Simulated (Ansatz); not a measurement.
Geometry optimisation, RKS PBE0/def2-SVP (Ansatz).

input.yaml

```yaml
crystal:
  periodic: [false, false, false]
  atoms:
    - { symbol: B, position_ang: [0.0, 0.0, 0.0] }
    - { symbol: H, position_ang: [0.0, 0.0, 1.19] }
    - { symbol: O, position_ang: [1.2211, 0.0, -0.705] }
    - { symbol: H, position_ang: [1.5209, -0.9519, -0.8599] }
    - { symbol: "N", position_ang: [-1.3423, 0.0, -0.775] }
    - { symbol: H, position_ang: [-2.0112, -0.8164, -0.6764] }
    - { symbol: H, position_ang: [-1.5914, 0.8164, -1.4036] }
basis:
  gaussian: { orbitals: def2-SVP }
hamiltonian:
  xc: pbe0
relax:
  f_tol: 0.02
  max_steps: 40
output:
  orbitals: {}
```

Command:

```bash
$ ansatz run input.yaml --threads 1 --pin off --max-ram 2048MiB --backend cpu --events-out ev --progress --plain --runs-dir out
```

Question: Where does it end, and by what steps?

Answer: The forces met the threshold. After 12 steps the energy has fallen by 1.707 eV; H7 moved furthest, 0.98 Å.

```tsv
step	energy less start (eV)	largest force component (eV/Å)	accepted
0	0.0000	2.876	yes
1	-0.6320	1.431	yes
2	-1.0514	1.104	yes
3	-1.2891	0.579	yes
4	-1.3619	0.982	yes
5	-1.4533	0.964	yes
6	-1.6264	0.536	yes
7	-1.6985	0.395	yes
8	-1.7028	0.529	yes
9	-1.7064	0.131	yes
10	-1.7065	0.025	yes
11	-1.7066	0.054	yes
12	-1.7066	0.004	yes
```

```xyz
7
Properties=species:S:1:pos:R:3
B -0.049 -0.188 0.076
H -0.184 -0.267 1.276
O 1.230 -0.219 -0.400
H 1.292 -0.153 -1.358
N -1.191 -0.072 -0.737
H -2.120 -0.053 -0.341
H -1.182 0.000 -1.746
```

Time of the run: 22 s on 1 thread of Arm Neoverse V1, on a shared host, peak memory 0.12 GiB.
